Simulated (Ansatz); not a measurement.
C4H6OS can be A, `C#COCCS`, or B, `CC1=CC(O)S1`.

Computed with Ansatz on PBE0-D4/def2-TZVP structures; ΔE is electronic, products minus reactants. CCSD(T)/CBS adds triple-zeta CCSD(T) − MP2 to the extrapolated MP2 energy (def2 sets, frozen cores). DFT in def2-TZVPP. B3LYP here is the variant with VWN-RPA as its local correlation; programs differ in this. Each species was taken in one conformer, which may not be the lowest.

A:

```xyz
12

C    -0.0663    2.6326   -0.8585
C     0.5988    1.7410   -0.4086
O     1.3371    0.7961    0.0715
C     0.6121   -0.2875    0.6911
C    -0.0928   -1.1328   -0.3428
S    -0.9509   -2.5302    0.4153
H    -0.6370    3.4337   -1.2600
H     1.3656   -0.8643    1.2249
H    -0.0962    0.1323    1.4108
H    -0.7880   -0.5327   -0.9313
H     0.6344   -1.5710   -1.0293
H    -1.9167   -1.8171    1.0168
```

B:

Z-matrix (Å, degrees):
```
C
C 1 1.476
H 1 1.091 2 110.7
H 1 1.093 2 110.9 3 120.8
H 1 1.094 2 110.5 3 -120.5
C 2 1.337 1 134.4 3 2.6
S 2 1.774 1 126.7 3 179.2
C 6 1.498 2 100.1 1 174.2
H 6 1.084 2 131.2 1 -1.4
O 8 1.375 6 119.9 2 124.2
H 8 1.091 6 114.6 2 -105.7
H 10 0.963 8 108.2 6 -43.2
```

Q: Which is lower in electronic energy at CCSD(T)/CBS, and by how much? (Estimate.)

A: Ansatz gave: B, by 36.3 kcal/mol.

Q: Give E(B) − E(A) in kcal/mol with r2SCAN-D4, HF/def2-TZVPP, MP2/def2-TZVPP, B3LYP, CCSD/def2-TZVPP, CCSD(T)/def2-TZVPP, B3LYP-D4. (An estimate is asked.)

A: Computed: r2SCAN-D4 -38.6, HF/def2-TZVPP -27.5, MP2/def2-TZVPP -37.0, B3LYP -33.1, CCSD/def2-TZVPP -33.8, CCSD(T)/def2-TZVPP -35.3, B3LYP-D4 -34.4. None reverses the order clearly.

Largest T1 diagnostic: 0.012.

The D4 term adds −1.3 kcal/mol with B3LYP and −0.6 kcal/mol with PBE0; it sums over pairs of atoms, weighted by their polarisabilities, and B3LYP, whose exchange is more repulsive, gets the larger term. In def2-TZVPP, CCSD(T) changes the Hartree–Fock value by −7.8 kcal/mol (the triples alone add −1.5 kcal/mol) and MP2 by −9.5 kcal/mol.
